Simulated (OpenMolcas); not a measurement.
# One shape, several levels: AlH2ClF− (SMILES [F][AlH2-][Cl])

Wanted: a comparison of 6 runs (HF/def2-SVP, B3LYP/6-31G*, PBE/pcseg-2, MP2/def2-SVP, CCSD/6-311G**, CCSD(T)/cc-pVDZ) of AlH2ClF−. 

Program for the calculation: OpenMolcas 26.06.

3 further runs of the same task are left out: 1 that didn't finish, 2 set aside as unsound or not needed.

**1. The structure to begin with**

AlH2ClF−: 5 atoms, total charge -1, spin state singlet. SMILES: `[F][AlH2-][Cl]`. The shape comes from GFN2-xTB, which is rough for such elements, and wasn't checked as a minimum.

Bond lengths: F1–Al2 1.693 Å, Al2–Cl3 2.112 Å, Al2–H4 1.585 Å, Al2–H5 1.585 Å. Angles: F1–Al2–Cl3 110.6°, F1–Al2–H4 109.3°, F1–Al2–H5 109.3°, Cl3–Al2–H4 107.1°, Cl3–Al2–H5 107.2°, H4–Al2–H5 113.5°.

**2. Energy and gradient at HF/def2-SVP (run 1)**

File job.input:

```
&GATEWAY
  BasLib = $CurrDir
  Coord
  5
  bohr
  F     -2.25495349     0.21573113     2.32192539
  Al    -0.16429279     0.11774883    -0.09898385
  Cl     3.12538024    -1.87638466     0.96627366
  H     -1.38450785    -1.36404211    -2.39810025
  H      0.67837388     2.90696570    -0.79109605
  Basis = def2-SVP
  Group = NoSym

&SEWARD

&SCF
  Charge = -1
  Thresholds = 1e-10 1e-07 1e-07 1e-05
  PrOrbitals = 1 1

&ALASKA
```

The basis set def2-SVP is read from a file made from the Basis Set Exchange's data (not shown).

Command:

```
$ export MOLCAS_MEM=1860
$ pymolcas job.input > job.log
```

Standard output:

```text
--- Start Module: gateway ---
[...]
--- Stop Module: gateway /rc=_RC_ALL_IS_WELL_ ---
[...]
      Basis functions           60
[...]
--- Start Module: scf ---
[...]
       Convergence after  16 Iterations
[...]
::    Total SCF energy                               -801.9038387150
[...]
      Total spin, S                                     0.0000000000
[...]
      Total electronic charge=   42.000000
      Total            charge=   -1.000000
[...]
      Dipole Moment (debye):
      Origin of the operator (angstrom)=    0.3910   -0.3622    0.4594
                   X=  1.3176E+00               Y= -1.0887E+00               Z=  1.2112E+00           Total=  2.0948E+00
      Center of Charge (angstrom)
[...]
--- Stop Module: scf /rc=_RC_ALL_IS_WELL_ ---
[...]
--- Start Module: alaska ---
[...]
 *              Molecular gradients               *
 **************************************************
  Irreducible representation: a
 ------------------------------------------------------------------------------------------
                              X                       Y                       Z
 ------------------------------------------------------------------------------------------
  F1                2.93191067163612E-03    6.58315555325029E-04   -5.61470800925079E-03
  AL2               1.85492232366107E-02   -1.09884647852123E-02    5.72216955207416E-03
  CL3              -2.62464526139006E-02    1.69492990784921E-02   -1.14266253582587E-02
  H4                6.10036808536840E-03    4.33401847925352E-03    8.55586095142735E-03
  H5               -1.33504937973317E-03   -1.09531683278803E-02    2.76330286400239E-03
 ------------------------------------------------------------------------------------------
--- Stop Module: alaska /rc=_RC_ALL_IS_WELL_ ---
[...]
```

Wall time 3.3 s (1 thread of Arm Neoverse V2, shared host); peak memory 0.39 GiB.

**3. Energy and gradient at B3LYP/6-31G(d) (spherical functions) (run 2)**

File mol.xyz:

```xyz
5

F     -1.193270     0.114160     1.228710
Al    -0.086940     0.062310    -0.052380
Cl     1.653880    -0.992940     0.511330
H     -0.732650    -0.721820    -1.269020
H      0.358980     1.538300    -0.418630
```

File calc.input:

```
&GATEWAY
BasLib = $CurrDir
Coord = mol.xyz
Basis = 6-31Gs
Group = NoSym
&SEWARD
GridInput
Grid=UltraFine
End of Grid
&SCF
Charge = -1
KSDFT = B3LYP
Thresholds = 1e-10 1e-07 1e-07 1e-05
PrOrbitals = 1
&ALASKA
```

The basis set 6-31G* is read from a file made from the Basis Set Exchange's data (not shown).

Command:

```
$ export MOLCAS_MEM=1860
$ pymolcas calc.input > calc.log
```

Standard output:

```text
--- Start Module: gateway ---
[...]
--- Stop Module: gateway /rc=_RC_ALL_IS_WELL_ ---
[...]
      Basis functions           54
[...]
--- Start Module: scf ---
[...]
       Convergence after  15 Iterations
[...]
::    Total KS-DFT energy                            -803.8652808052
[...]
      Total spin, S                                     0.0000000000
[...]
      Total electronic charge=   42.000000
      Total            charge=   -1.000000
[...]
      Dipole Moment (debye):
      Origin of the operator (angstrom)=    0.3910   -0.3622    0.4594
                   X=  8.9605E-01               Y= -8.8058E-01               Z=  1.1976E+00           Total=  1.7357E+00
      Center of Charge (angstrom)
[...]
--- Stop Module: scf /rc=_RC_ALL_IS_WELL_ ---
[...]
--- Start Module: alaska ---
[...]
 *              Molecular gradients               *
 **************************************************
  Irreducible representation: a
 ------------------------------------------------------------------------------------------
                              X                       Y                       Z
 ------------------------------------------------------------------------------------------
  F1                3.28855533568273E-03    6.36366511610476E-04   -6.00690552694338E-03
  AL2               2.29475078393575E-02   -1.25478150440976E-02    4.18439407575022E-03
  CL3              -2.77510344052381E-02    1.72904771673998E-02   -1.03730539055924E-02
  H4                4.81555211685958E-03    5.67027137449982E-03    9.25839533999184E-03
  H5               -3.30058088664908E-03   -1.10493000093794E-02    2.93717001682992E-03
 ------------------------------------------------------------------------------------------
--- Stop Module: alaska /rc=_RC_ALL_IS_WELL_ ---
[...]
```

It took 11 s on 1 thread of Arm Neoverse V2, shared host; peak memory 0.39 GiB.

Runs 3 to 5 aren't shown in full; the table further down has their settings and results.

**4. The energy at CCSD(T)/cc-pVDZ (run 6)**

File geom.xyz:

```xyz
5

F     -1.193270     0.114160     1.228710
Al    -0.086940     0.062310    -0.052380
Cl     1.653880    -0.992940     0.511330
H     -0.732650    -0.721820    -1.269020
H      0.358980     1.538300    -0.418630
```

File job.inp:

```
>>> EXPORT MOLCAS_PRINT=2
&GATEWAY
BasLib=$CurrDir
Coord=geom.xyz
Basis=cc-pVDZ
Group=NoSym
&SEWARD
&SCF
Charge=-1
Thresholds=1e-10 1e-07 1e-07 1e-05
PrOrbitals=1 1
&RASSCF
FileOrb=$Project.ScfOrb
Spin=1
Nactel=0 0 0
Inactive=21
Ras2=0
OutOrbitals=Canonical
OrbListing=Nothing
&MOTRA
JobIph
Frozen=11
&CCSDT
CCT
Triples=2
Iterations=80
Accuracy=1e-08
Extrapolation=5 4
```

The basis set cc-pVDZ is read from a file made from the Basis Set Exchange's data (not shown).

Command:

```
$ export MOLCAS_MEM=1860
$ pymolcas job.inp > job.log
```

Standard output:

```text
--- Start Module: gateway ---
[...]
--- Stop Module: gateway /rc=_RC_ALL_IS_WELL_ ---
[...]
      Basis functions           60
[...]
       Convergence after  14 Iterations
[...]
::    Total SCF energy                               -802.2091297143
[...]
      Total spin, S                                     0.0000000000
[...]
      Number of active orbitals                  0
[...]
      Spin quantum number                      0.0
[...]
      Active orbitals                            0
[...]
      Number of CSFs                             1
[...]
      Number of root(s) required                 1
[...]
      Convergence after  4 iterations
[...]
      Natural orbitals and occupation numbers for root  1
      ************************************************************************************************************************
      *                                                    Final results                                                     *
      ************************************************************************************************************************
[...]
::    RASSCF root number  1 Total energy:   -802.20912971
[...]
      Total electronic charge=   42.000000
      Total            charge=   -1.000000
[...]
      Dipole Moment (debye):
      Origin of the operator (angstrom)=    0.3910   -0.3622    0.4594
                   X=  1.2166E+00               Y= -9.6661E-01               Z=  1.0160E+00           Total=  1.8565E+00
      Center of Charge (angstrom)
[...]
--- Start Module: motra ---
[...]
      *** WARNING: Default frozen orbitals is overwritten by user input.
      *** Default values:   8
[...]
--- Stop Module: motra /rc=_RC_ALL_IS_WELL_ ---
--- Start Module: ccsdt ---
[...]
      Convergence after                    15  Iterations
      Total energy (diff) :    -802.64120817      -0.00000001
[...]
 METHOD                       : CCSD+T(CCSD)+<T3(1)WT1> = CCSD(T)
[...]
       CCSD     =      -802.6412081673666
[...]
--- Stop Module: ccsdt /rc=_RC_ALL_IS_WELL_ ---
[...]
```

Run time: 8.7 s. Hardware: 1 thread of Arm Neoverse V2, shared host; peak memory 0.39 GiB.

**5. All runs side by side**

| run | level | integration grid | task | energy (Eh) | HOMO energy (eV) | LUMO energy (eV) | HOMO–LUMO gap (eV) | wall time |
| --- | --- | --- | --- | --- | --- | --- | --- | --- |
| 1 | HF/def2-SVP | – | gradient | -801.903839 | -5.47 | 9.50 | 14.97 | 3.3 s |
| 2 | B3LYP/6-31G* (spherical functions) | UltraFine | gradient | -803.865281 | -1.97 | 5.84 | 7.81 | 11 s |
| 3 | PBE/pcseg-2 | UltraFine | gradient | -803.533353 | -1.21 | 4.54 | 5.75 | 48 s |
| 4 | MP2/def2-SVP | – | energy | -802.302847 | -5.47 | 9.50 | 14.97 | 2.6 s |
| 5 | CCSD/6-311G** | – | energy | -802.701847 | -5.71 | 6.97 | 12.68 | 18 s |
| 6 | CCSD(T)/cc-pVDZ | – | energy | -802.647236 | -5.51 | 8.84 | 14.35 | 8.7 s |

**6. What came out**

| quantity | value |
| --- | --- |
| run 6: total energy | -802.64724 Eh |
| run 6: HOMO energy (Hartree–Fock orbitals) | -5.51 eV |
| run 6: LUMO energy (Hartree–Fock orbitals) | 8.84 eV |
| run 6: HOMO–LUMO gap (to an unbound level, set by the basis) | 14.35 eV |
| run 6: correlation energy (11 core orbitals frozen) | -438.1 mEh |
| run 6: (T) correction | -6.03 mEh |

Over runs 1, 2, 3 the HOMO–LUMO gap runs from 5.75 eV (PBE/pcseg-2) to 14.97 eV (HF/def2-SVP). The two ends differ in method and basis. The empty levels of an anion lie above zero and hang on the basis. Totals of different functionals can't be ranked against each other. All runs together took 91 s, the longest 48 s.
